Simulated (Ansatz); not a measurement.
**C₂H (doublet): the correlation ladder at distance C1–C2 = 1.617 Å, cc-pVDZ**

Aim: climb from Hartree-Fock through coupled cluster and multireference methods for C₂H (doublet) at one geometry and basis, and see what each rung misses.

Method: cc-pVDZ, core rule «outside noble gas», up to 2 orbitals frozen; program: Ansatz 0.2.0, Gaussian basis.

The runs, in order: UHF; CCSD(T) on ROHF; CCSD(T) on UHF; BCCD(T) on ROHF; CISD; CCSDT(Q) on ROHF; CCSDT(Q) on UHF; CCSDTQ on ROHF; CASSCF and MRCISD+Q, 3 electrons in 3 orbitals; CASSCF and NEVPT2, 3 electrons in 3 orbitals; CASSCF and MRCISD+Q, 9 electrons in 9 orbitals; CASSCF and NEVPT2, 9 electrons in 9 orbitals.

2 further runs of the same task are left out: 2 for a known fault of the program.

## Step 1: The system

The geometry derives from a PBE0/def2-TZVP stationary point (not a proven minimum). One bond is set to the value named and the two fragments are kept rigid.

3 atoms, charge 0, spin multiplicity 2.

Atoms are counted from 1 here; the program's logs count them from 0.

Bond lengths: C1–C2 1.617 Å, C1–H3 1.066 Å. Angles: C2–C1–H3 180.0°.

## Step 2: UHF

File in.yaml:

```yaml
crystal:
  periodic: [false, false, false]
  atoms:
    - {symbol: C, position_ang: [0.000000, 0.000000, 0.183661]}
    - {symbol: C, position_ang: [0.000000, 0.000000, -1.433339]}
    - {symbol: H, position_ang: [0.000000, 0.000000, 1.249678]}
basis:
  gaussian: {orbitals: cc-pVDZ}
magnetization: {spin_polarized: true, initial_magnetization: 1}
hamiltonian: {xc: hf}
output: {orbitals: {seedname: orbitals}}
```

Launch:

```
ansatz run in.yaml --threads 1 --pin off --events-out ev --progress --plain --max-ram 8192MiB --backend cpu
```

The runs that follow: CCSD(T) on ROHF; CCSD(T) on UHF; BCCD(T) on ROHF; CISD; CCSDT(Q) on ROHF; CCSDT(Q) on UHF; CCSDTQ on ROHF; CASSCF and MRCISD+Q, 3 electrons in 3 orbitals; CASSCF and NEVPT2, 3 electrons in 3 orbitals; CASSCF and MRCISD+Q, 9 electrons in 9 orbitals; CASSCF and NEVPT2, 9 electrons in 9 orbitals.

Q: Predict the results of all the runs planned. Wanted: RCCSDTQ below the RHF energy; RMP2 from RCCSDTQ; UMP2 from RCCSDTQ; RCCSD from RCCSDTQ; RCCSD(T) from RCCSDTQ; UCCSD(T) from RCCSDTQ; RCCSDT(Q) from RCCSDTQ; UCCSDT(Q) from RCCSDTQ; NEVPT2 pair from RCCSDTQ.

As calculated:

| quantity | value |
| --- | --- |
| RCCSDTQ below the RHF energy | -7.8676 eV |
| RMP2 from RCCSDTQ | +28.41 kcal/mol |
| UMP2 from RCCSDTQ | +49.26 kcal/mol |
| RCCSD from RCCSDTQ | +11.94 kcal/mol |
| RCCSD(T) from RCCSDTQ | +2.09 kcal/mol |
| UCCSD(T) from RCCSDTQ | +3.71 kcal/mol |
| RCCSDT(Q) from RCCSDTQ | -0.04 kcal/mol |
| UCCSDT(Q) from RCCSDTQ | -0.33 kcal/mol |
| NEVPT2 pair from RCCSDTQ | +30.35 kcal/mol |
| MRCISD+Q pair from RCCSDTQ | +4.20 kcal/mol |
| NEVPT2 valence from RCCSDTQ | +17.38 kcal/mol |
| levels within 1 kcal/mol (43 meV) | UCCSDT, RCCSDT(Q), UCCSDT(Q), MRCISD+Q valence |
| T1 diagnostic | 0.040 |
| effectively unpaired electrons | 1.20 |

RCCSD(T) misses by +2.09 kcal/mol, 1.2 % of the correlation energy. CCSD(T) misses by +2.09 kcal/mol on the restricted determinant and by +3.71 kcal/mol on the unrestricted one; the two need not hold the same state or core. The occupations show some static correlation. Of the multireference levels listed MRCISD+Q valence comes nearest in total energy (-0.16 kcal/mol), which doesn't show that its space is the better one. These misses are within one basis, not against nature; the frozen cores of restricted and unrestricted runs differ, which can shift their rows.
